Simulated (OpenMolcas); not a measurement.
**SiH (SMILES [SiH]), step by step**

Wanted: a single-point energy (UHF/6-311G), then a single-point energy (CASSCF(3,3)/6-311G), then a single-point energy (CASPT2(3,3)/6-311G), then the energy (SC-NEVPT2(3,3)/6-311G), then the energy (MRCI(3,3)/6-311G) of SiH. 

Program for the calculation: OpenMolcas 26.06.

## Step 1: The molecule

The species is SiH (2 atoms), meant as a doublet with charge 0. SMILES: `[SiH]`. The Si1–H2 distance was set to 2.654 Å, away from the relaxed value.

## Step 2: A single-point energy at UHF/6-311G (run 1)

step1.input

```
>>> EXPORT MOLCAS_PRINT=2

&GATEWAY
 BASLIB = $CurrDir
 COORD
 2
 angstrom
 Si       0.000000       0.000000      -1.137440
 H        0.000000       0.000000       1.516560
 BASIS = 6-311G
 GROUP = NoSym

&SEWARD

&SCF
 UHF
 SPIN = 2
 SCRAMBLE = 0.25
 PRORBITALS = 1 1
```

The basis set 6-311G is read from a file made from the Basis Set Exchange's data (not shown).

Run with:

```
$ export MOLCAS_MEM=1860
$ pymolcas step1.input > step1.log
```

Log:

```text
--- Start Module: gateway ---
[...]
--- Stop Module: gateway /rc=_RC_ALL_IS_WELL_ ---
--- Start Module: seward ---
[...]
      Basis functions           24
--- Stop Module: seward /rc=_RC_ALL_IS_WELL_ ---
--- Start Module: scf ---
[...]
       Convergence after  29 Iterations
[...]
::    Total SCF energy                               -289.3541261339
[...]
      Total spin, S                                     0.8370737162
[...]
      Total electronic charge=   15.000000
      Total            charge=   -0.000000
[...]
      Dipole Moment (debye):
      Origin of the operator (angstrom)=    0.0000    0.0000   -1.0452
                   X=  9.6883E-06               Y= -1.9322E-05               Z= -5.8758E-01           Total=  5.8758E-01
      Quadrupole Moment (debye*angstrom):
[...]
--- Stop Module: scf /rc=_RC_ALL_IS_WELL_ ---
[...]
```

Wall time 1.7 s (1 thread of Arm Neoverse V2, shared host); peak memory 0.37 GiB.

## Step 3: A single-point energy at CASSCF(3,3)/6-311G (run 2)

step2.input

```
>>> EXPORT MOLCAS_PRINT=2
&GATEWAY
BASLIB
$CurrDir
COORD
2
angstrom
Si       0.000000       0.000000      -1.137440
H        0.000000       0.000000       1.516560
BASIS
6-311G
GROUP
NoSym
&SEWARD
&RASSCF
FILEORB
$CurrDir/step1.UnaOrb
SPIN
2
NACTEL
3 0 0
INACTIVE
6
RAS2
3
ORBLISTING
Nothing
```

The basis set 6-311G is read from a file made from the Basis Set Exchange's data (not shown).

Run with:

```
$ export MOLCAS_MEM=1860
$ pymolcas step2.input > step2.log
```

Log:

```text
--- Start Module: gateway ---
[...]
--- Stop Module: gateway /rc=_RC_ALL_IS_WELL_ ---
--- Start Module: seward ---
[...]
      Basis functions           24
--- Stop Module: seward /rc=_RC_ALL_IS_WELL_ ---
--- Start Module: rasscf ---
[...]
      Number of active orbitals                  3
[...]
      Spin quantum number                      0.5
[...]
      Active orbitals                            3
[...]
      Number of CSFs                             8
[...]
      Number of root(s) required                 1
[...]
      Convergence after  9 iterations
[...]
      printout of CI-coefficients larger than  0.05 for root  1
      energy=    -289.369540
      conf/sym  111     Coeff  Weight
             1  2u0  -0.91193 0.83162
             4  udu  -0.15790 0.02493
             6  uud  -0.09117 0.00831
             8  0u2  -0.36760 0.13513
      Natural orbitals and occupation numbers for root  1
      sym 1:   1.696492   1.000000   0.303508
      ************************************************************************************************************************
      *                                                    Final results                                                     *
[...]
::    RASSCF root number  1 Total energy:   -289.36953996
[...]
      Total electronic charge=   15.000000
      Total            charge=   -0.000000
[...]
      Dipole Moment (debye):
      Origin of the operator (angstrom)=    0.0000    0.0000   -1.0452
                   X=  1.1842E-06               Y=  4.9214E-07               Z= -1.2179E+00           Total=  1.2179E+00
      Quadrupole Moment (debye*angstrom):
[...]
--- Stop Module: rasscf /rc=_RC_ALL_IS_WELL_ ---
[...]
```

Run time: 1.5 s. Hardware: 1 thread of Arm Neoverse V2, shared host; peak memory 0.37 GiB.

## Step 4: The energy at CASPT2(3,3)/6-311G (run 3)

step3.input

```
&GATEWAY
  BasLib=$CurrDir
  Coord
  2
  angstrom
  Si       0.000000       0.000000      -1.137440
  H        0.000000       0.000000       1.516560
  Basis=6-311G
  Group=NoSym

&SEWARD

&RASSCF
  FileOrb=$CurrDir/step2.RasOrb
  Spin=2
  Nactel=3 0 0
  Inactive=6
  Ras2=3
  OrbListing=Nothing

&CASPT2
  Imaginary=0.1
  Frozen=5
```

The basis set 6-311G is read from a file made from the Basis Set Exchange's data (not shown).

Run with:

```
$ export MOLCAS_MEM=1860
$ pymolcas step3.input > step3.log
```

Log:

```text
--- Start Module: gateway ---
[...]
--- Stop Module: gateway /rc=_RC_ALL_IS_WELL_ ---
[...]
      Basis functions           24
[...]
--- Start Module: rasscf ---
[...]
      Number of active orbitals                  3
[...]
      Spin quantum number                      0.5
[...]
      Active orbitals                            3
[...]
      Number of CSFs                             8
[...]
      Number of root(s) required                 1
[...]
      Convergence after  4 iterations
[...]
      printout of CI-coefficients larger than  0.05 for root  1
      energy=    -289.369540
      conf/sym  111     Coeff  Weight
             1  2u0  -0.91193 0.83162
             4  udu  -0.15790 0.02493
             6  uud  -0.09117 0.00831
             8  0u2  -0.36760 0.13513
      Natural orbitals and occupation numbers for root  1
      sym 1:   1.696492   1.000000   0.303508
      ************************************************************************************************************************
      *                                                    Final results                                                     *
[...]
::    RASSCF root number  1 Total energy:   -289.36953996
[...]
      Total electronic charge=   15.000000
      Total            charge=   -0.000000
[...]
      Dipole Moment (debye):
      Origin of the operator (angstrom)=    0.0000    0.0000   -1.0452
                   X=  1.8580E-06               Y=  7.6034E-07               Z= -1.2179E+00           Total=  1.2179E+00
      Quadrupole Moment (debye*angstrom):
[...]
--- Stop Module: rasscf /rc=_RC_ALL_IS_WELL_ ---
--- Start Module: caspt2 ---
[...]
      E2 (Variational):          -0.0193237173
      Total energy:            -289.3888636747
[...]
      Reference weight:           0.98694
[...]
::    CASPT2 Root  1     Total energy:   -289.38886367
[...]
```

It took 1.4 s on 1 thread of Arm Neoverse V2, shared host; peak memory 0.37 GiB.

## Step 5: A single-point energy at SC-NEVPT2(3,3)/6-311G (run 4)

step4.inp

```
>>> EXPORT MOLCAS_PRINT=2
&GATEWAY
BasLib
$CurrDir
Coord
2
angstrom
Si       0.000000       0.000000      -1.137440
H        0.000000       0.000000       1.516560
Basis
6-311G
Group
NoSym
&SEWARD
&RASSCF
FileOrb
$CurrDir/step2.RasOrb
Spin
2
Nactel
3 0 0
Inactive
6
Ras2
3
OrbListing
Nothing
&CASPT2
SC-NEVPT2
Frozen
5
```

The basis set 6-311G is read from a file made from the Basis Set Exchange's data (not shown).

Run with:

```
$ export MOLCAS_MEM=1860
$ pymolcas step4.inp > step4.log
```

Log:

```text
--- Start Module: gateway ---
[...]
--- Stop Module: gateway /rc=_RC_ALL_IS_WELL_ ---
[...]
      Basis functions           24
[...]
--- Start Module: rasscf ---
[...]
      Number of active orbitals                  3
[...]
      Spin quantum number                      0.5
[...]
      Active orbitals                            3
[...]
      Number of CSFs                             8
[...]
      Number of root(s) required                 1
[...]
      Convergence after  4 iterations
[...]
      printout of CI-coefficients larger than  0.05 for root  1
      energy=    -289.369540
      conf/sym  111     Coeff  Weight
             1  2u0  -0.91193 0.83162
             4  udu  -0.15790 0.02493
             6  uud  -0.09117 0.00831
             8  0u2  -0.36760 0.13513
      Natural orbitals and occupation numbers for root  1
      sym 1:   1.696492   1.000000   0.303508
      ************************************************************************************************************************
      *                                                    Final results                                                     *
[...]
::    RASSCF root number  1 Total energy:   -289.36953996
[...]
      Total electronic charge=   15.000000
      Total            charge=   -0.000000
[...]
      Dipole Moment (debye):
      Origin of the operator (angstrom)=    0.0000    0.0000   -1.0452
                   X=  1.8580E-06               Y=  7.6034E-07               Z= -1.2179E+00           Total=  1.2179E+00
      Quadrupole Moment (debye*angstrom):
[...]
--- Stop Module: rasscf /rc=_RC_ALL_IS_WELL_ ---
[...]
      E2 (Variational):          -0.0185803630
[...]
      E2 (Variational):          -0.0185562557
      Total energy:            -289.3880962130
[...]
      Reference weight:           0.98803
[...]
::    SC-NEVPT2 Root  1     Total energy:   -289.38809621
[...]
```

It took 1.4 s on 1 thread of Arm Neoverse V2, shared host; peak memory 0.37 GiB.

## Step 6: The energy at MRCI(3,3)/6-311G (run 5)

step5.inp

```
>>> EXPORT MOLCAS_PRINT=2
&gateway
baslib
$CurrDir
coord
2
angstrom
Si       0.000000       0.000000      -1.137440
H        0.000000       0.000000       1.516560
basis
6-311G
group
NoSym
&seward
&rasscf
fileorb
$CurrDir/step2.RasOrb
spin
2
nactel
3 0 0
inactive
6
ras2
3
orblisting
Nothing
&motra
lumorb
frozen
5
&guga
electrons
5
spin
2
inactive
1
active
3
ciall
1
&mrci
sdci
```

The basis set 6-311G is read from a file made from the Basis Set Exchange's data (not shown).

Run with:

```
$ export MOLCAS_MEM=1860
$ pymolcas step5.inp > step5.log
```

Log:

```text
--- Start Module: gateway ---
[...]
      Basis functions           24
[...]
      Number of active orbitals                  3
[...]
      Spin quantum number                      0.5
[...]
      Active orbitals                            3
[...]
      Number of CSFs                             8
[...]
      Number of root(s) required                 1
[...]
      Convergence after  4 iterations
[...]
      printout of CI-coefficients larger than  0.05 for root  1
      energy=    -289.369540
      conf/sym  111     Coeff  Weight
             1  2u0  -0.91193 0.83162
             4  udu  -0.15790 0.02493
             6  uud  -0.09117 0.00831
             8  0u2  -0.36760 0.13513
      Natural orbitals and occupation numbers for root  1
      sym 1:   1.696492   1.000000   0.303508
      ************************************************************************************************************************
      *                                                    Final results                                                     *
[...]
::    RASSCF root number  1 Total energy:   -289.36953996
[...]
      Dipole Moment (debye):
      Origin of the operator (angstrom)=    0.0000    0.0000   -1.0452
                   X=  1.8580E-06               Y=  7.6034E-07               Z= -1.2179E+00           Total=  1.2179E+00
      Quadrupole Moment (debye*angstrom):
[...]
--- Start Module: guga ---
[...]
       (But an ACPF correction will be computed)
       USE THE DEFAULT ACPF G-VALUE GFAC=  0.40000000000000002
[...]
                      CI ENERGY:  -289.39836546
[...]
                ACPF CORRECTION:    -0.00056470
[...]
      Total electronic charge=   15.000000
      Total            charge=    0.000000
[...]
     ACPF CORRECTION:     -0.00056470
[...]
  CI State   1     Total energy:   -289.39836546     QDav:     -0.00095362     QACPF:     -0.00056470
[...]
```

Wall time 1.5 s (1 thread of Arm Neoverse V2, shared host); peak memory 0.37 GiB.

## Step 7: What came out

```
                                                    quantity          value
                             run 1, UHF/6-311G: total energy  -289.35413 Eh
                            run 1, UHF/6-311G: dipole moment         0.59 D
       run 1, UHF/6-311G: HOMO energy (highest over α and β)       -8.24 eV
        run 1, UHF/6-311G: LUMO energy (lowest over α and β)       -0.45 eV
                                     run 1, UHF/6-311G: ⟨S²⟩          1.538
                     run 2, CASSCF(3,3)/6-311G: total energy  -289.36954 Eh
   run 2, CASSCF(3,3)/6-311G: dipole moment (CASSCF density)         1.22 D
                     run 3, CASPT2(3,3)/6-311G: total energy  -289.38886 Eh
   run 3, CASPT2(3,3)/6-311G: dipole moment (CASSCF density)         1.22 D
                  run 4, SC-NEVPT2(3,3)/6-311G: total energy  -289.38810 Eh
run 4, SC-NEVPT2(3,3)/6-311G: dipole moment (CASSCF density)         1.22 D
                       run 5, MRCI(3,3)/6-311G: total energy  -289.39837 Eh
     run 5, MRCI(3,3)/6-311G: dipole moment (CASSCF density)         1.22 D
```

⟨S²⟩ (run 1, UHF/6-311G) is 1.54 where a pure doublet has 0.75: the reference is spin-contaminated.
